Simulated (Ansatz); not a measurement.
Frontier orbitals of AlH₆N (`[NH3+][AlH3-]`).

```
atom   x (Å)   y (Å)   z (Å)
  N1   0.919   0.360  -0.084
 Al2  -0.993  -0.389   0.091
  H3   1.066   0.773  -0.999
  H4   1.610  -0.372   0.042
  H5   1.094   1.077   0.613
  H6  -0.960  -1.459  -1.103
  H7  -1.822   0.961  -0.149
  H8  -0.914  -0.952   1.590
```

The species carries charge 0 and has multiplicity 1. Geometry: relaxed with PBE0-D4/def2-TZVP. Basis def2-TZVPP, Ansatz 0.2.0.

```
 functional  HOMO (eV)  LUMO (eV)  gap (eV)
LDA (SPW92)      -6.18      -1.28      4.90
        PBE      -6.15      -1.17      4.98
     revPBE      -6.13      -1.11      5.02
       BLYP      -6.07      -1.20      4.87
     B97M-V      -6.58      -1.01      5.57
       PBE0      -7.42      -0.36      7.06
    LC-ωPBE     -10.24       1.68     11.92
    ωB97M-V      -9.67       1.05     10.72
         HF     -10.57       2.18     12.75
```

Problem. What is the vertical ionisation energy at frozen-core CCSD(T)/CBS(def2)? (Best estimate.)

Solution. Computed: 10.21 eV (T1 of the cation 0.031).

From PBE to PBE0 the HOMO moves by −1.26 eV and the LUMO by +0.81 eV, and with ωB97M-V by −3.51 and +2.22 eV, so the gap grows from 4.98 to 10.71 eV with exact exchange. A positive LUMO is unbound and depends on the basis. −ε(HOMO) differs from that ionisation energy by −4.06 eV with PBE and −0.55 eV with ωB97M-V.

LC-ωPBE has ω = 0.4 bohr⁻¹.
